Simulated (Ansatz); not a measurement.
`NC=C(F)F`, relaxed with RKS PBE0-D4/def2-TZVP in Ansatz 0.2.0 from a PBE-D4/def2-SVP geometry. The force threshold is 0.005 eV/Å; the program also tests the step.

Charge 0, multiplicity 1.

Start:

```xyz
8

N    -0.106    1.138    0.674
C     0.123    0.279   -0.412
C     0.227   -1.060   -0.330
F     0.584   -1.860   -1.332
F     0.032   -1.750    0.803
H    -0.785    1.876    0.466
H    -0.392    0.637    1.521
H     0.318    0.742   -1.390
```

```json
{"step": "1", "energy (eV)": "-9040.1273", "largest force (eV/Å)": "0.905", "largest move (Å)": "0.000"}
{"step": "2", "energy (eV)": "-9040.1706", "largest force (eV/Å)": "0.284", "largest move (Å)": "0.023"}
{"step": "3", "energy (eV)": "-9040.1744", "largest force (eV/Å)": "0.033", "largest move (Å)": "0.007"}
{"step": "4", "energy (eV)": "-9040.1745", "largest force (eV/Å)": "0.018", "largest move (Å)": "0.003"}
{"step": "5", "energy (eV)": "-9040.1746", "largest force (eV/Å)": "0.026", "largest move (Å)": "0.009"}
{"step": "6", "energy (eV)": "-9040.1746", "largest force (eV/Å)": "0.007", "largest move (Å)": "0.004"}
{"step": "7", "energy (eV)": "-9040.1746", "largest force (eV/Å)": "0.001", "largest move (Å)": "0.001"}
```

End:

```xyz
8

N    -0.111    1.125    0.671
C     0.125    0.272   -0.409
C     0.227   -1.043   -0.326
F     0.570   -1.840   -1.319
F     0.038   -1.734    0.789
H    -0.776    1.854    0.457
H    -0.391    0.638    1.510
H     0.317    0.728   -1.371
```

Run time 78 s (2 threads of an Intel Xeon on a shared host); peak host memory 0.35 GiB.
